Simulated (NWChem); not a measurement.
# Total energies of FLi

```xyz
2

Li     0.0000     0.0000    -1.1467
F      0.0000     0.0000     0.3822
```
Charge 0, spin multiplicity 1.

Everything below was run with NWChem. The geometry was optimised at B3LYP/def2-SVP, a minimum by its harmonic frequencies.

Basis set: cc-pVDZ (28 functions).

| method | total energy (Ha) |
|---|---|
| RHF | -106.94430 |
| MP2 | -107.15119 |
| B2PLYP | -107.33712 |
| PBE | -107.30104 |
| B3LYP | -107.42974 |
| PBE0 | -107.30465 |
| CCSD(T) | -107.15419 |

Total energies of different functionals aren't comparable as a measure of quality: only differences taken within one method are. 

The correlated methods keep 1 core orbital frozen. B3LYP has NWChem's definition, with VWN1-RPA local correlation. The structure started from a generated list of species. No row is a measurement; the coupled-cluster row has its own basis-set and correlation limits.
